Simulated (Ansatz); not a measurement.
C2H3F3O can be A, `OCC(F)(F)F`, or B, `FCOC(F)F`.

Gas-phase electronic energies from Ansatz, PBE0-D4/def2-TZVP geometries. CCSD(T)/CBS is the MP2 limit (def2-TZVPP, def2-QZVPP) plus CCSD(T) − MP2 in def2-TZVPP, frozen cores. Functionals use def2-TZVPP. Each species was taken in one conformer, which may not be the lowest.

A:

```xyz
9

O    -0.8297    1.1509    0.7739
C    -0.4584    0.4162   -0.3517
C     0.4326   -0.7578   -0.0012
F    -0.1675   -1.6350    0.8016
F     1.5454   -0.3383    0.6264
F     0.8120   -1.4052   -1.1087
H    -0.0410    1.5348    1.1680
H    -1.3678    0.0208   -0.8065
H     0.0745    1.0136   -1.1018
```

B:

```xyz
9

F    -1.6835   -0.1162    0.9252
C    -0.5251    0.6160    0.8699
O     0.5435   -0.1987    0.5348
C     0.5774   -0.6087   -0.7702
F     1.5626   -1.4994   -0.8672
F     0.8756    0.4335   -1.5815
H    -0.3139    1.0092    1.8636
H    -0.6732    1.4146    0.1374
H    -0.3634   -1.0503   -1.1120
```

(1) Which is lower in electronic energy at CCSD(T)/CBS, and by how much? (Best estimate.)

(2) Give E(B) − E(A) in kcal/mol with CCSD(T)/def2-SVP, PBE0-D4, HF/def2-TZVPP, r2SCAN-D4, CCSD/def2-TZVPP, ωB97M-V, PBE-D4. (Best estimate.)

(3) Does the order hold for the free energy at 298.15 K (harmonic terms from PBE0-D4)? (An estimate is asked.)

Largest T1 diagnostic: 0.012.

Answers

(1) The calculation gave: A, by 8.1 kcal/mol.

(2) Computed: CCSD(T)/def2-SVP 7.8, PBE0-D4 7.7, HF/def2-TZVPP 5.7, r2SCAN-D4 7.7, CCSD/def2-TZVPP 7.3, ωB97M-V 7.9, PBE-D4 7.0. None reverses the order clearly.

(3) Ansatz gave: Yes: G(B) − G(A) = +8.1 kcal/mol, for one conformer each. Modes under 60 cm⁻¹, often nearly free rotors, make the harmonic entropy too high.

From BLYP to BHLYP (50 % exact exchange), in def2-TZVPP and without D4, E(B) − E(A) moves by +1.2 kcal/mol. In def2-TZVPP, CCSD(T) changes the Hartree–Fock value by +1.6 kcal/mol (the triples alone add −0.0 kcal/mol) and MP2 by +2.1 kcal/mol.
